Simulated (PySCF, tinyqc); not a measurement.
RHF in the sto-3g basis, for LiH, spin multiplicity 1, step by step. The lowest restricted solution is unstable here: a spin-polarised one lies 0.0966 hartree lower (PySCF). One step of it, computed by the program tinyqc.

Problem. Iteration 1: building the Fock matrix. J_ij = sum D_kl (ij|kl), K_ij = sum D_kl (ik|jl); F = H + J - 0.5 K; E = tr D H + tr D J / 2 - 0.25 tr D K + E_nn.

D at the start, lower triangle:
```
            1Li 1s     1Li 2s   1Li 2px   1Li 2py   1Li 2pz     2H 1s
1Li 1s    2.077521
1Li 2s   -0.226617   1.021541
1Li 2px   0.000000   0.000000  0.000000
1Li 2py   0.000000   0.000000  0.000000  0.000000
1Li 2pz   0.002007  -0.003885  0.000000  0.000000  0.001438
2H 1s    -0.019025   0.070354  0.000000  0.000000  0.037026  0.982834
```

core Hamiltonian H = T + V (hartree), lower triangle:
```
            1Li 1s     1Li 2s    1Li 2px    1Li 2py    1Li 2pz      2H 1s
1Li 1s   -4.571463
1Li 2s   -1.024457  -1.269468
1Li 2px   0.000000   0.000000  -1.032373
1Li 2py   0.000000   0.000000   0.000000  -1.032373
1Li 2pz  -0.004027  -0.048047   0.000000   0.000000  -1.061732
2H 1s    -0.004605  -0.127976   0.000000   0.000000  -0.197494  -0.962685
```

Two-electron integrals (ij|kl) in chemists' order, unique and non-zero (hartree):
```
(11|11) 1.680395   (21|11) 0.265420   (21|21) 0.049941   (22|11) 0.397727
(22|21) 0.092860   (22|22) 0.290562   (31|31) 0.008981   (32|31) 0.013788
(32|32) 0.064184   (33|11) 0.396640   (33|21) 0.092880   (33|22) 0.290497
(33|33) 0.312946   (41|41) 0.008981   (42|41) 0.013788   (42|42) 0.064184
(43|43) 0.016869   (44|11) 0.396640   (44|21) 0.092880   (44|22) 0.290497
(44|33) 0.279207   (44|44) 0.312946   (51|51) 0.008981   (52|51) 0.013788
(52|52) 0.064184   (53|53) 0.016869   (54|54) 0.016869   (55|11) 0.396640
(55|21) 0.092880   (55|22) 0.290497   (55|33) 0.279207   (55|44) 0.279207
(55|55) 0.312946   (61|11) 0.000945   (61|21) 0.000188   (61|22) 0.000387
(61|33) 0.000378   (61|44) 0.000378   (61|51) 0.000034   (61|52) 0.000073
(61|55) 0.000404   (61|61) 8.92e-07   (62|11) 0.021163   (62|21) 0.005092
(62|22) 0.019994   (62|33) 0.018821   (62|44) 0.018821   (62|51) 0.000639
(62|52) 0.006128   (62|55) 0.022312   (62|61) 0.000027   (62|62) 0.004350
(63|31) 0.000129   (63|32) 0.001007   (63|53) 0.000555   (63|63) 0.000122
(64|41) 0.000129   (64|42) 0.001007   (64|54) 0.000555   (64|64) 0.000122
(65|11) 0.032759   (65|21) 0.007889   (65|22) 0.031172   (65|33) 0.029263
(65|44) 0.029263   (65|51) 0.001000   (65|52) 0.009689   (65|55) 0.034945
(65|61) 0.000041   (65|62) 0.006989   (65|65) 0.011241   (66|11) 0.165368
(66|21) 0.039876   (66|22) 0.164274   (66|33) 0.154772   (66|44) 0.154772
(66|51) 0.004026   (66|52) 0.047327   (66|55) 0.182960   (66|61) 0.000201
(66|62) 0.050528   (66|65) 0.082073   (66|66) 0.774606
```

nuclear repulsion = 0.49610364 hartree

Give: Coulomb J; exchange K; Fock matrix F; total energy of this density.

Solution.

Coulomb J (hartree), lower triangle:
```
         1Li 1s  1Li 2s  1Li 2px  1Li 2py  1Li 2pz   2H 1s
1Li 1s   3.9455
1Li 2s   0.6643  1.2480
1Li 2px  0.0000  0.0000   1.2360
1Li 2py  0.0000  0.0000   0.0000   1.2360
1Li 2pz  0.0040  0.0476   0.0000   0.0000   1.2647
2H 1s    0.0025  0.1129   0.0000   0.0000   0.1788  1.2677
```

exchange K (hartree), lower triangle:
```
         1Li 1s  1Li 2s  1Li 2px  1Li 2py  1Li 2pz   2H 1s
1Li 1s   3.4218
1Li 2s   0.5449  0.3659
1Li 2px  0.0000  0.0000   0.0783
1Li 2py  0.0000  0.0000   0.0000   0.0783
1Li 2pz  0.0004  0.0094   0.0000   0.0000   0.0934
2H 1s    0.0024  0.0822   0.0000   0.0000   0.0977  0.7789
```

Fock matrix F (hartree), lower triangle:
```
          1Li 1s   1Li 2s  1Li 2px  1Li 2py  1Li 2pz    2H 1s
1Li 1s   -2.3368
1Li 2s   -0.6326  -0.2044
1Li 2px   0.0000   0.0000   0.1645
1Li 2py   0.0000   0.0000   0.0000   0.1645
1Li 2pz  -0.0002  -0.0051   0.0000   0.0000   0.1562
2H 1s    -0.0033  -0.0562   0.0000   0.0000  -0.0676  -0.0844
```

total energy of this density = -7.594910 hartree

This density is the starting one; it is not idempotent, so its energy is not variational and may lie below the converged one.
